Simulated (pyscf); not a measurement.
Structures and frequencies: ωB97X-D3(BJ)/def2-SVP in PySCF.

Task: PBE/def2-TZVP puts the barrier of H₃C–InH₂ + HO–SiH₃ → H₃C–InH–O–SiH₃ + H₂ (four-centre exchange; singlet surface; H–In, H–O broken, In–O, H–H formed) at 0.19 eV and the reaction energy at -0.48 eV, from the separated reactants. What do r²SCAN/def2-TZVP, PBE0-D3(BJ)/def2-TZVP, ωB97M-D3(BJ)/def2-TZVP give on the same structures?

Result: r²SCAN: ΔE‡ = 0.14 eV, ΔE = -0.57 eV; PBE0-D3(BJ): ΔE‡ = 0.25 eV, ΔE = -0.46 eV; ωB97M-D3(BJ): ΔE‡ = 0.39 eV, ΔE = -0.45 eV. PBE's barrier lies among them. Its reaction energy lies among theirs. On the reactant side the descent ends in an adduct with a In–O contact, 0.59 eV under the separated species and 0.84 eV under the saddle at ωB97X-D3(BJ)/def2-TZVP. What is counted as formed (In–O) is already present as a longer contact in the reactant adduct; forming that adduct is a step of its own. At the saddle there is also a short H–In contact that neither side keeps. At ωB97X-D3(BJ) the barrier from the zero used here is 0.26 eV. This is the saddle that the search found; another between the same sides may lie lower. Elements past Kr carry the def2 core potentials, without spin-orbit coupling.
